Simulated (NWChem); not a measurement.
Species: HCl cation, doublet; SMILES of the neutral closed-shell parent Cl

```xyz
2

Cl     0.0000     0.0000     0.0814
H      0.0000     0.0000    -1.2647
```
Atoms are numbered in this order, from 1.

Program: NWChem. Spin-unrestricted. The state is orbitally degenerate and is run as one real component. Structure relaxed at the B3LYP/6-31G* (spherical d), spin-unrestricted level. This spin state was assumed; another may lie lower. No stability test was run on the SCF state. Fermi-contact couplings, non-relativistic, static geometry.

```tsv
level	A(iso) 35Cl atom 1 (MHz)	A(iso) 1H atom 2 (MHz)	<S²>
B3LYP/pcJ-1	19.2	-51.4	0.753
CAM-B3LYP/pcJ-1	6.3	-50.6	0.753
PBE/IGLO-II	?	?	0.753
TPSSh/IGLO-II	41.9	-48.4	0.754
```

Complete the blanks.


- PBE/IGLO-II, A(iso) 35Cl atom 1 (MHz): -2.5
- PBE/IGLO-II, A(iso) 1H atom 2 (MHz): -47.5
